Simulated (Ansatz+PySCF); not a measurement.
## singlet Li₂: levels of theory in one basis

```
atom   x (Å)   y (Å)    z (Å)
  Li  0.0000  0.0000  -2.9265
  Li  0.0000  0.0000   2.9265
```

Basis set: 6-31G (spherical functions). All electrons are correlated. Charge 0, multiplicity 1.

Computed with Ansatz (development build ahead of 0.2.0); each method stands on the lowest determinant of its kind that the runs found.

```
                            method  E − E(RHF) (eV)  <S²> of the determinant
                               RHF             0.00                     0.00
                               UHF            -1.45                     0.99
                           UHF-MP2            -1.47                     0.99
                          RHF-CCSD            -1.49                        –
                       RHF-CCSD(T)            -1.50                        –
                       UHF-CCSD(T)            -1.50                     0.99
full CI (lowest root of this spin)            -1.50                        –
```

Task: What does RHF-MP2 give on the same scale?

Result: -0.78 eV.

At such a shape the full CI root can have another spatial symmetry than the determinants, so the rows needn't describe one state.

Task: Is a single determinant a sound starting point here?

Result: It is doubtful. Unrestricted orbitals lower Hartree–Fock by 1.45 eV and <S²> is 0.99 where a pure state has 0.00, a sign of strong static correlation.

Caution for RHF, RHF-MP2, RHF-CCSD, RHF-CCSD(T): an unrestricted determinant lies well below. Caution for UHF, UHF-MP2, UHF-CCSD(T): the unrestricted determinant is a mixture of spin states; the determinant may break the point group. Caution for RHF-MP2, UHF-MP2, RHF-CCSD, UHF-CCSD(T): large amplitudes, a single reference is doubtful. Caution for RHF-CCSD(T): very large amplitudes, the method is breaking down; the amplitudes may be one of several solutions.
